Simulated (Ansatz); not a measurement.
Born–Oppenheimer molecular dynamics of BH$_{4}$NO (7 atoms, charge 0, multiplicity 1). It starts at the highest image of a converged band. Of that band: Neighbouring images differ by up to 2.2 eV, so the band resolves the path poorly. A vibrational analysis at the climbing image gives one clearly imaginary mode, 1005i cm⁻¹: a first-order saddle point.

Theory: RKS PBE0-D4/def2-SVP (Ansatz 0.2.0).

```json
{"ensemble": "NVE (velocity Verlet)", "time step": "0.5 fs", "steps asked": "200", "starting velocities drawn for": "300 K", "seed": "5662"}
```

First frame:

```xyz
7
Properties=species:S:1:pos:R:3
B -0.376 -0.425 0.434
H 0.950 -0.262 1.060
O 1.198 0.210 0.093
H 1.659 -0.511 -0.369
N -1.168 -0.093 -0.646
H -2.152 -0.330 -0.671
H -0.839 0.460 -1.434
```

**Question.** How far do the bonds stretch over the last three quarters of this one trajectory? (Pairs bonded in most of those frames.)

**Answer.** 
```tsv
bond	mean (Å)	spread (Å)	shortest	longest
B1–N5	1.377	0.011	1.36	1.40
H2–O3	0.971	0.039	0.91	1.03
O3–H4	0.970	0.016	0.93	1.00
N5–H6	1.017	0.015	0.99	1.04
N5–H7	1.022	0.021	0.98	1.05
```

Mean temperature of the second half: 438 K. The conserved energy stayed within 0.35 meV per atom of its start (net change 0.14 meV per atom), so the integration is sound. The kinetic energy rose, since the run started high on the potential surface and went downhill. It ends in pieces (BH2N + H2O), so much of that is their flight and rotation, not heat. A run of 0.1 ps of so small a system gives no equilibrium averages. The orbitals stay closed-shell, which can raise the energy where a bond breaks towards radicals; this wasn't checked here.

Run time: 4.4 min on 1 thread of Arm Neoverse V2, with other jobs on the host, peak memory 0.1 GiB.
